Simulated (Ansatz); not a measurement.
# SiHCl+ (doublet): the correlation ladder, cc-pVTZ

How much of the correlation energy of SiHCl+ (doublet) does each wave-function method recover here?

Computed with Ansatz 0.2.0, Gaussian basis. Level: cc-pVTZ, core rule «outside noble gas», up to 10 orbitals frozen.

To be run: UHF; CCSD(T) on ROHF; CCSD(T) on UHF; BCCD(T) on ROHF; CCSDT(Q) on ROHF; CCSDT(Q) on UHF.

9 further runs of the same task are left out: 5 for a known fault of the program, 4 set aside as unsound or not needed.

## (1) The geometry

The geometry is a PBE0/def2-TZVP stationary point (not a proven minimum) of the parent state, kept for this charge and spin.

3 atoms, charge 1, spin multiplicity 2.

Atoms are counted from 1 here; the program's logs count them from 0.

Bond lengths: Si1–Cl2 2.077 Å, Si1–H3 1.529 Å. Angles: Cl2–Si1–H3 94.7°.

Geometry (Å):

| atom | x (Å) | y (Å) | z (Å) |
| --- | --- | --- | --- |
| Si1 | 0.0000 | -0.0890 | 1.1358 |
| Cl2 | 0.0000 | 0.0300 | -0.9381 |
| H3 | 0.0000 | 1.4253 | 1.3486 |

## (2) UHF

in.yaml

```yaml
crystal:
  periodic: [false, false, false]
  atoms:
    - {symbol: Si, position_ang: [0.000000, -0.089026, 1.135803]}
    - {symbol: Cl, position_ang: [0.000000, 0.030004, -0.938114]}
    - {symbol: H, position_ang: [0.000000, 1.425266, 1.348629]}
basis:
  gaussian: {orbitals: cc-pVTZ}
total_charge: 1
magnetization: {spin_polarized: true, initial_magnetization: 1}
hamiltonian: {xc: hf}
output: {orbitals: {seedname: orbitals}}
```

Run with:

```console
> ansatz run in.yaml --threads 1 --pin off --events-out ev --progress --plain --max-ram 3968MiB --backend cpu
```

Further steps of the session: CCSD(T) on ROHF; CCSD(T) on UHF; BCCD(T) on ROHF; CCSDT(Q) on ROHF; CCSDT(Q) on UHF.

Q: Predict the results of all the runs planned. Wanted: UCCSDT(Q) below the RHF energy; RMP2 from UCCSDT(Q); UMP2 from UCCSDT(Q); RCCSD from UCCSDT(Q); RCCSD(T) from UCCSDT(Q); UCCSD(T) from UCCSDT(Q); RCCSDT(Q) from UCCSDT(Q); T1 diagnostic.

The runs gave:

| quantity | value |
| --- | --- |
| UCCSDT(Q) below the RHF energy | -8.4781 eV |
| RMP2 from UCCSDT(Q) | +29.30 kcal/mol |
| UMP2 from UCCSDT(Q) | +28.78 kcal/mol |
| RCCSD from UCCSDT(Q) | +10.34 kcal/mol |
| RCCSD(T) from UCCSDT(Q) | +1.46 kcal/mol |
| UCCSD(T) from UCCSDT(Q) | +1.46 kcal/mol |
| RCCSDT(Q) from UCCSDT(Q) | +0.16 kcal/mol |
| levels within 1 kcal/mol (43 meV) | RCCSDT, UCCSDT, RCCSDT(Q) |
| T1 diagnostic | 0.039 |

What this shows: RCCSD(T) lands +1.46 kcal/mol from the yardstick (0.7 % of the correlation energy). These misses are within one basis, not against nature; the frozen cores of restricted and unrestricted runs differ, which can shift their rows.
